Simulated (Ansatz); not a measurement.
`[O]1[AlH][SiH2]1`, relaxed with RKS PBE-D4/def2-SVP in the Gaussian-basis code of Ansatz from a rough embedded geometry. The force threshold is 0.03 eV/Å; the program also tests the step.

Total charge 0; spin multiplicity 1.

Start:

```xyz
6

O     0.994    0.547    0.657
Al    0.938    0.096   -1.058
Si   -0.548   -0.228    0.711
H     0.756    0.359   -2.670
H    -0.498   -1.514    1.427
H    -1.642    0.741    0.933
```

```
step  energy (eV)  largest force (eV/Å)  largest move (Å)
   1  -16553.5924                 1.691             0.000
   2  -16554.1503                 0.667             0.195
   3  -16554.3944                 0.462             0.195
   4  -16554.4553                 0.502             0.200
   5  -16554.4680                 0.427             0.047
   6  -16554.4741                 0.173             0.016
   7  -16554.4756                 0.026             0.012
```

End:

```xyz
6

O     0.913    0.557    0.372
Al    0.504    0.110   -1.295
Si   -0.601   -0.243    0.693
H     1.318    0.387   -2.635
H    -0.477   -1.464    1.572
H    -1.656    0.654    1.293
```

Hardware: 2 threads of an Arm Neoverse V1 on a shared host. Wall time 7 s, peak host memory 0.13 GiB.
